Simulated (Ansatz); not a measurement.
Input file:

```yaml
crystal:
  periodic: [false, false, false]
  atoms:
    - {symbol: B, position_ang: [0.000000, 0.000000, 1.368886]}
    - {symbol: Al, position_ang: [0.000000, 0.000000, -0.689391]}
    - {symbol: H, position_ang: [0.000000, 1.077612, 1.885924]}
    - {symbol: H, position_ang: [0.000000, -1.077612, 1.885924]}
basis:
  gaussian: {orbitals: 6-31G}
magnetization: {spin_polarized: false, initial_magnetization: 4}
correlation: {method: ccsdt, electrons: outside_noble_gas}
scf: {lower_state_search: off}
```

```sh
$ ansatz run in.yaml --threads 1 --pin off --events-out ev --progress --plain --max-ram 2393MiB
```

**Question.** Roughly how long does this take on 1 thread of Intel Xeon, shared host, and how much host memory?

**Answer.** 1.6 s wall and 0.15 GiB.

```
these checks for a lower state are left out or cut short: stability, starts, cluster_reference, orbital_swaps, neighbouring_geometries, increment
565 factors; integrals over basis functions are off by at most 2.0e-7 eV
mean field evaluation 1: about -7278.3479 eV, gradient 9.8e0 eV
mean field evaluation 2: about -7278.3492 eV, gradient 9.8e0 eV
mean field evaluation 4: about -7279.5936 eV, gradient 9.8e-1 eV
mean field evaluation 8: about -7279.6248 eV, gradient 7.3e-3 eV
mean field -7279.62481266 eV, -267.5212775585 hartree, gradient 3.8e-6 eV, S^2 6.000000; 0 other end points of the search recorded, 0 dependent functions left out
6 core orbitals not correlated: weight in the atoms' cores, before any rotation towards them, 1.000 or more for the frozen orbitals, at most 0.000 for the correlated occupied ones
reference -7279.62481266 eV, -267.5212775585 hartree; 6, 2 occupied and 14, 18 virtual orbitals, 565 factors
second order -1.51606253 eV of doubles, -0.01509459 eV of singles
cycle   1  -1.87281831 eV  change   -3.4e-1 eV  update   5.3e-2
cycle   2  -2.07472397 eV  change   -2.0e-1 eV  update   2.5e-2
cycle   3  -2.09338131 eV  change   -1.9e-2 eV  update   9.7e-3
cycle   4  -2.09799843 eV  change   -4.6e-3 eV  update   4.8e-3
cycle   5  -2.09837694 eV  change   -3.8e-4 eV  update   2.2e-3
cycle   6  -2.09854167 eV  change   -1.6e-4 eV  update   8.0e-4
cycle   7  -2.09880685 eV  change   -2.7e-4 eV  update   3.4e-4
cycle   8  -2.09884291 eV  change   -3.6e-5 eV  update   1.5e-4
cycle   9  -2.09878310 eV  change    6.0e-5 eV  update   6.6e-5
cycle  10  -2.09878105 eV  change    2.0e-6 eV  update   3.0e-5
cycle  11  -2.09879322 eV  change   -1.2e-5 eV  update   1.6e-5
cycle  12  -2.09879213 eV  change    1.1e-6 eV  update   6.8e-6
cycle  13  -2.09879150 eV  change    6.3e-7 eV  update   3.5e-6
cycle  14  -2.09878947 eV  change    2.0e-6 eV  update   1.6e-6
cycle  15  -2.09878915 eV  change    3.2e-7 eV  update   7.0e-7
Total energy: -7281.72360181 eV, -267.5984066370 hartree
Checks for a lower state left out: stability, starts, cluster_reference, orbital_swaps, neighbouring_geometries, increment
```
